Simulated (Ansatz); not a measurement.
CH5LiSi: structure from calculated spectroscopic constants

These gas-phase data were calculated for one isomer of CH5LiSi at B3LYP/6-31G* (harmonic, unscaled wavenumbers; equilibrium rotational constants with average atomic masses):

```
rotational constants            : 25.17, 6.72, 5.852 GHz
all wavenumbers above 1500 cm⁻¹ : 3060, 3011, 2165, 2155, 2137
```

Candidates:

(1) `[Li][CH2][SiH3]`, a singlet
(2) `[Li][SiH2]C`, a singlet

Task: Which structure fits?

Result: Candidate (1). 3 modes lie between 2000 and 2380 cm⁻¹, one for each Si–H bond, while (2) has 2.

The same quantities for all candidates:

```tsv
	rotational constants (GHz)	wavenumbers above 1500 cm⁻¹	E above the lowest, B3LYP/6-31G* (kcal/mol)
(1)	25.17, 6.72, 5.852	3060, 3011, 2165, 2155, 2137	6.0
(2)	20.54, 6.36, 5.298	3111, 3107, 3036, 2105, 2105, 1504, 1502	0.0
```

Harmonic stretches to hydrogen usually lie a few per cent above observed fundamentals. Programs: Ansatz 0.2.0.
